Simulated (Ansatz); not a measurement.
# HSSi: the cost of one run

Method: RKS r2SCAN/6-31G*, in Ansatz 0.2.0.

## 1. The system as given

Bond lengths: Si1–S2 1.954 Å, Si1–H3 1.449 Å. Angles: S2–Si1–H3 180.0°.

As a file:

```xyz
3

Si   -0.0132   -0.1657   -0.0254
S     0.1398    1.7597    0.2696
H    -0.1267   -1.5940   -0.2442
```

## 2. Relaxing the start

input.yaml

```yaml
crystal:
  periodic: [false, false, false]
  atoms:
    - { symbol: Si, position_ang: [-0.01317, -0.16569, -0.0254] }
    - { symbol: S, position_ang: [0.13983, 1.75968, 0.26962] }
    - { symbol: H, position_ang: [-0.12665, -1.59399, -0.24423] }
total_charge: 1
basis:
  gaussian: { orbitals: "6-31G*" }
hamiltonian:
  xc: r2scan
relax:
  f_tol: 0.02
  max_steps: 40
scf:
  lower_state_search: "off"
```

Command:

```sh
> ansatz run input.yaml --threads 1 --pin off --max-ram 2048MiB --backend cpu --events-out ev --progress --plain --runs-dir out
```

Q: Estimate wall time and peak memory on 1 thread of Arm Neoverse V2, shared host.

About 4 s, with a peak of 0.09 GiB.
